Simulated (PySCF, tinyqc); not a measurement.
Inside a calculation. Method: CIS and TDHF on RHF in the sto-3g basis, frozen core, for HF, spin multiplicity 1. The lowest restricted solution is unstable here: a spin-polarised one lies 0.0117 hartree lower (PySCF). Computed by tinyqc, a small Python program that keeps every step (integrals from PySCF). Settings: charge = 0, multiplicity = 1, basis = sto-3g, method = RHF, frozen orbitals = 1, energy threshold = 1e-10, iteration cap = 52, orthogonalisation = symmetric, start = atomic densities, DIIS depth = 6, TDHF = 1. Command: `OMP_NUM_THREADS=1 python tinyqc.py 21906 21907 out.jsonl` (the two numbers bound the seeds that draw the settings). One thread of a shared host (Intel(R) Xeon(R) Processor @ 2.60GHz), about 0.08 s of CPU time with the checks. The early iterations of the SCF are left out here.

## One-electron integrals

Geometry (angstrom):

| atom | x | y | z |
|---|---|---|---|
| F | 0.000000 | 0.000000 | 0.000000 |
| H | 0.000000 | 0.000000 | 1.316000 |

Basis sto-3g: exponents (1/bohr^2) and contraction coefficients of normalised primitives:

| element | l (shell) | exponent | coefficient |
|---|---|---|---|
| F | s (1) | 166.679130 | 0.154329 |
| F | s (1) | 30.360812 | 0.535328 |
| F | s (1) | 8.216821 | 0.444635 |
| F | s (2) | 6.464803 | -0.099967 |
| F | s (2) | 1.502281 | 0.399513 |
| F | s (2) | 0.488588 | 0.700115 |
| F | p (3) | 6.464803 | 0.155916 |
| F | p (3) | 1.502281 | 0.607684 |
| F | p (3) | 0.488588 | 0.391957 |
| H | s (1) | 3.425251 | 0.154329 |
| H | s (1) | 0.623914 | 0.535328 |
| H | s (1) | 0.168855 | 0.444635 |

Overlap, kinetic and nuclear-attraction integrals over the contracted functions; the nuclear repulsion is the sum of Za Zb / Rab.

nuclear repulsion = 3.61899308 hartree

overlap S, lower triangle:
```
           1F 1s     1F 2s    1F 2px    1F 2py    1F 2pz     2H 1s
1F 1s   1.000000
1F 2s   0.237990  1.000000
1F 2px  0.000000  0.000000  1.000000
1F 2py  0.000000  0.000000  0.000000  1.000000
1F 2pz  0.000000  0.000000  0.000000  0.000000  1.000000
2H 1s   0.019247  0.230455  0.000000  0.000000  0.206542  1.000000
```

kinetic energy T (hartree), lower triangle:
```
            1F 1s     1F 2s    1F 2px    1F 2py    1F 2pz     2H 1s
1F 1s   36.984577
1F 2s   -0.212858  1.037995
1F 2px   0.000000  0.000000  3.248015
1F 2py   0.000000  0.000000  0.000000  3.248015
1F 2pz   0.000000  0.000000  0.000000  0.000000  3.248015
2H 1s   -0.006308  0.002565  0.000000  0.000000  0.059845  0.760032
```

nuclear attraction V (hartree), lower triangle:
```
             1F 1s       1F 2s      1F 2px      1F 2py      1F 2pz      2H 1s
1F 1s   -77.411690
1F 2s    -9.272507  -11.943206
1F 2px    0.000000    0.000000  -11.835881
1F 2py    0.000000    0.000000    0.000000  -11.835881
1F 2pz   -0.007311   -0.091250    0.000000    0.000000  -11.880479
2H 1s    -0.767619   -1.921914    0.000000    0.000000   -1.463710  -4.813983
```

core Hamiltonian H = T + V (hartree), lower triangle:
```
             1F 1s       1F 2s     1F 2px     1F 2py     1F 2pz      2H 1s
1F 1s   -40.427113
1F 2s    -9.485364  -10.905211
1F 2px    0.000000    0.000000  -8.587867
1F 2py    0.000000    0.000000   0.000000  -8.587867
1F 2pz   -0.007311   -0.091250   0.000000   0.000000  -8.632464
2H 1s    -0.773927   -1.919350   0.000000   0.000000  -1.403865  -4.053952
```

## Two-electron integrals

Functions are numbered as in S; the eight-fold symmetry (ij|kl) = (ji|kl) = (kl|ij) leaves the list below.

Two-electron integrals (ij|kl) in chemists' order, unique and non-zero (hartree):
```
(11|11) 5.403501   (21|11) 0.841920   (21|21) 0.156299   (22|11) 1.268028
(22|21) 0.292344   (22|22) 0.926167   (31|31) 0.027998   (32|31) 0.043169
(32|32) 0.204588   (33|11) 1.264502   (33|21) 0.292403   (33|22) 0.925959
(33|33) 0.997514   (41|41) 0.027998   (42|41) 0.043169   (42|42) 0.204588
(43|43) 0.053770   (44|11) 1.264502   (44|21) 0.292403   (44|22) 0.925959
(44|33) 0.889973   (44|44) 0.997514   (51|51) 0.027998   (52|51) 0.043169
(52|52) 0.204588   (53|53) 0.053770   (54|54) 0.053770   (55|11) 1.264502
(55|21) 0.292403   (55|22) 0.925959   (55|33) 0.889973   (55|44) 0.889973
(55|55) 0.997514   (61|11) 0.068873   (61|21) 0.012689   (61|22) 0.023623
(61|33) 0.023589   (61|44) 0.023589   (61|51) 0.000491   (61|52) 0.000930
(61|55) 0.023694   (61|61) 0.001040   (62|11) 0.196182   (62|21) 0.045931
(62|22) 0.165115   (62|33) 0.162635   (62|44) 0.162635   (62|51) 0.003080
(62|52) 0.025409   (62|55) 0.169908   (62|61) 0.003786   (62|62) 0.038084
(63|31) 0.004539   (63|32) 0.027939   (63|53) 0.005172   (63|63) 0.005355
(64|41) 0.004539   (64|42) 0.027939   (64|54) 0.005172   (64|64) 0.005355
(65|11) 0.142686   (65|21) 0.033808   (65|22) 0.130259   (65|33) 0.124954
(65|44) 0.124954   (65|51) 0.006490   (65|52) 0.046569   (65|55) 0.140720
(65|61) 0.002885   (65|62) 0.037030   (65|65) 0.041182   (66|11) 0.398492
(66|21) 0.094773   (66|22) 0.393981   (66|33) 0.382675   (66|44) 0.382675
(66|51) 0.006868   (66|52) 0.081403   (66|55) 0.416304   (66|61) 0.007833
(66|62) 0.124070   (66|65) 0.141411   (66|66) 0.774606
```

## Orthogonalisation

S = U s U^T; symmetric (Loewdin) form X = U s^(-1/2) U^T, so that X^T S X = 1.

eigenvalues of S: 0.642227  0.856595  1.000000  1.000000  1.125285  1.375892

X, lower triangle:
```
            1F 1s      1F 2s    1F 2px    1F 2py     1F 2pz     2H 1s
1F 1s    1.022524
1F 2s   -0.126096   1.044751
1F 2px   0.000000   0.000000  1.000000
1F 2py   0.000000   0.000000  0.000000  1.000000
1F 2pz  -0.002340   0.019725  0.000000  0.000000   1.017225
2H 1s    0.012475  -0.125468  0.000000  0.000000  -0.110033  1.039015
```

## Starting guess

The start is atomic minimal-basis densities projected into this basis (PySCF's MINAO start) and scaled to the electron count of each spin; this density is not idempotent, so its energy is not variational and may lie below the converged one.

D at the start, lower triangle:
```
            1F 1s      1F 2s    1F 2px    1F 2py    1F 2pz     2H 1s
1F 1s    2.157327
1F 2s   -0.508684   2.139184
1F 2px   0.000000   0.000000  1.636774
1F 2py   0.000000   0.000000  0.000000  1.636774
1F 2pz   0.008988  -0.047685  0.000000  0.000000  1.565121
2H 1s   -0.014711   0.058334  0.000000  0.000000  0.171962  1.009588
```

## Iteration 7 (converged): orbitals

converged F (hartree), lower triangle:
```
             1F 1s      1F 2s     1F 2px     1F 2py     1F 2pz      2H 1s
1F 1s   -25.920954
1F 2s    -6.625980  -3.014482
1F 2px    0.000000   0.000000  -0.464272
1F 2py    0.000000   0.000000   0.000000  -0.464272
1F 2pz   -0.013628  -0.015173   0.000000   0.000000  -0.197691
2H 1s    -0.547570  -0.558098   0.000000   0.000000  -0.396720  -0.250622
```

Diagonalise F' = X^T F X, C = X C', fill 5 alpha and 5 beta electrons from the bottom; D = 2 C_occ C_occ^T. Each column has its largest component positive (the first on a tie).

F' = X^T F X (hartree), lower triangle:
```
            1          2          3          4          5          6
1  -25.453252
2   -3.389515  -1.830299
3    0.000000   0.000000  -0.464272
4    0.000000   0.000000   0.000000  -0.464272
5   -0.028888   0.050374   0.000000   0.000000  -0.117893
6   -0.026147  -0.276193   0.000000   0.000000  -0.383948  -0.082055
```

orbital energies (hartree): MO1 -25.930153, MO2 -1.408949, MO3 -0.464272, MO4 -0.464272, MO5 -0.461697, MO6 0.317300

coefficients C:
```
              MO1        MO2       MO3        MO4        MO5        MO6
1F 1s    0.995015  -0.259604  0.000000   0.000000   0.044389   0.046875
1F 2s    0.020371   1.004303  0.000000   0.000000  -0.225277  -0.252480
1F 2px   0.000000   0.000000  0.984306  -0.176469   0.000000   0.000000
1F 2py   0.000000   0.000000  0.176469   0.984306   0.000000   0.000000
1F 2pz   0.001044   0.017278  0.000000   0.000000   0.685423  -0.759700
2H 1s   -0.002620   0.087296  0.000000   0.000000   0.609798   0.853274
```

D after iteration 7, lower triangle:
```
            1F 1s      1F 2s    1F 2px    1F 2py    1F 2pz     2H 1s
1F 1s    2.118840
1F 2s   -0.500902   2.119579
1F 2px   0.000000   0.000000  2.000000
1F 2py   0.000000   0.000000  0.000000  2.000000
1F 2pz   0.053956  -0.274072  0.000000  0.000000  0.940207
2H 1s    0.003597  -0.099510  0.000000  0.000000  0.838950  0.758963
```

Within a degenerate level the vectors are fixed only up to a rotation; this is one choice.

## Convergence

Stop when the energy changes by less than 1e-10 hartree and every element of the error matrix X^T (F D S - S D F) X is below 3e-06.

Course of the cycle:

| iteration | E (hartree) | change | largest element of the error matrix |
|---|---|---|---|
| 1 | -99.06639688 | - | 6.45e-01 |
| 2 | -98.40338407 | 6.63e-01 | 3.34e-01 |
| 3 | -98.48244026 | -7.91e-02 | 2.27e-02 |
| 4 | -98.48284974 | -4.09e-04 | 2.28e-03 |
| 5 | -98.48285353 | -3.79e-06 | 4.16e-05 |
| 6 | -98.48285353 | -1.05e-09 | 1.74e-06 |
| 7 | -98.48285353 | -1.76e-12 | 7.56e-09 |

PySCF RHF in the same basis = -98.48285353 hartree

Converged in 7 iterations.

## Populations, bond orders and dipole

Mulliken: Z minus the diagonal of D S on the atom; Loewdin: the same with S^(1/2) D S^(1/2); Mayer order: 2 sum_s sum (D(s) S)_ij (D(s) S)_ji over the two atoms.

Charges (e):

| atom | Mulliken | Loewdin |
|---|---|---|
| 1F | -0.090622 | -0.077104 |
| 2H | 0.090622 | 0.077104 |

Mayer bond orders:

| pair | order |
|---|---|
| 2-1 | 0.991788 |

dipole moment about the origin, x y z (debye): 0.000000  0.000000  0.980467

## Integrals over molecular orbitals

(pq|rs) = sum C_ip C_jq C_kr C_ls (ij|kl), one index at a time.

one-electron integrals over orbitals h = C^T H C (hartree), lower triangle:
```
            1          2          3          4          5          6
1  -40.409938
2    0.725412  -9.120026
3    0.000000   0.000000  -8.587867
4    0.000000   0.000000   0.000000  -8.587867
5   -0.116686   0.459360   0.000000   0.000000  -6.666806
6   -0.128392   0.707005   0.000000   0.000000   2.330278  -5.942585
```

Two-electron integrals over orbitals (pq|rs), unique and non-zero (hartree); the lowest 1 orbital is frozen and left out:
```
(22|22) 0.876712    (32|32) 0.190495    (33|22) 0.897701    (33|33) 0.997514
(42|42) 0.190495    (43|43) 0.053770    (44|22) 0.897701    (44|33) 0.889973
(44|44) 0.997514    (52|22) -0.045650   (52|33) -0.061466   (52|44) -0.061466
(52|52) 0.129767    (53|32) -0.025015   (53|53) 0.033720    (54|42) -0.025015
(54|54) 0.033720    (55|22) 0.679061    (55|33) 0.665095    (55|44) 0.665095
(55|52) -0.010570   (55|55) 0.661985    (62|22) -0.076551   (62|33) -0.076214
(62|44) -0.076214   (62|52) -0.080793   (62|55) -0.020692   (62|62) 0.091298
(63|32) -0.025590   (63|53) -0.023199   (63|63) 0.028633    (64|42) -0.025590
(64|54) -0.023199   (64|64) 0.028633    (65|22) -0.248973   (65|33) -0.254916
(65|44) -0.254916   (65|52) 0.074831    (65|55) -0.089018   (65|62) 0.032372
(65|65) 0.241338    (66|22) 0.631265    (66|33) 0.616957    (66|44) 0.616957
(66|52) 0.041340    (66|55) 0.640771    (66|62) -0.050229   (66|65) -0.028059
(66|66) 0.664766
```

## CIS matrix, singlets

A(ia,jb) = (e_a - e_i) d_ij d_ab + 2 (ia|jb) - (ij|ab).

CIS matrix A, singlet (hartree), lower triangle:
```
          2>6       3>6       4>6       5>6
2>6  1.277579
3>6  0.000000  0.221882
4>6  0.000000  0.000000  0.221882
5>6  0.023404  0.000000  0.000000  0.620903
```

## CIS singlet states

dipole integrals <i|r|a> (bohr):
```
             x          y          z
2>6   0.000000   0.000000  -0.094051
3>6  -0.018363  -0.003292   0.000000
4>6   0.003292  -0.018363   0.000000
5>6   0.000000   0.000000   1.265638
```

Diagonalise A (1 hartree = 27.211386 eV); each vector has its largest component positive (the first on a tie). The transition dipole is mu = sqrt2 sum c_ia <i|r|a>.

singlet excitation energies (eV): 6.037710  6.037710  16.872966  34.787361

lowest vectors:
```
      state 1    state 2    state 3   state 4
2>6  0.000000   0.000000  -0.035573  0.999367
3>6  0.002873   0.999996   0.000000  0.000000
4>6  0.999996  -0.002873   0.000000  0.000000
5>6  0.000000   0.000000   0.999367  0.035573
```

oscillator strengths 2/3 w |mu|^2: 0.000103  0.000103  1.329668  0.004088

Within a degenerate level the vectors are fixed only up to a rotation; this is one choice.

## TDHF (RPA) singlet states

B(ia,jb) = 2 (ia|jb) - (ib|ja); the squared energies are the eigenvalues of (A - B)(A + B); 1 hartree = 27.211386 eV.

TDHF matrix B, singlet (hartree), lower triangle:
```
          2>6       3>6       4>6       5>6
2>6  0.091298
3>6  0.000000  0.028633
4>6  0.000000  0.000000  0.028633
5>6  0.032372  0.000000  0.000000  0.241338
```

squared energies w^2 (hartree^2): 0.048412  0.048412  0.326376  1.623773

TDHF energies from the positive w^2 (eV): 5.987225  5.987225  15.545672  34.674750

## CIS matrix, triplets

A(ia,jb) = (e_a - e_i) d_ij d_ab - (ij|ab).

CIS matrix A, triplet (hartree), lower triangle:
```
           2>6       3>6       4>6       5>6
2>6   1.094984
3>6   0.000000  0.164615
4>6   0.000000  0.000000  0.164615
5>6  -0.041340  0.000000  0.000000  0.138226
```

## CIS triplet states

Diagonalise A (1 hartree = 27.211386 eV); each vector has its largest component positive (the first on a tie).

triplet excitation energies (eV): 3.712818  4.479399  4.479399  29.844544

lowest vectors:
```
      state 1   state 2    state 3    state 4
2>6  0.043088  0.000000   0.000000   0.999071
3>6  0.000000  0.134879   0.990862   0.000000
4>6  0.000000  0.990862  -0.134879   0.000000
5>6  0.999071  0.000000   0.000000  -0.043088
```

Within a degenerate level the vectors are fixed only up to a rotation; this is one choice.

## TDHF (RPA) triplet states

B(ia,jb) = - (ib|ja); the squared energies are the eigenvalues of (A - B)(A + B); 1 hartree = 27.211386 eV.

TDHF matrix B, triplet (hartree), lower triangle:
```
           2>6        3>6        4>6        5>6
2>6  -0.091298
3>6   0.000000  -0.028633
4>6   0.000000   0.000000  -0.028633
5>6  -0.032372   0.000000   0.000000  -0.241338
```

squared energies w^2 (hartree^2): -0.041073  0.026278  0.026278  1.193912

TDHF energies from the positive w^2 (eV): 4.411115  4.411115  29.732864

A + B or A - B has a negative eigenvalue: the restricted solution is unstable towards a spin-polarised one, a negative w^2 means an imaginary energy, and the lowest roots have no physical meaning.
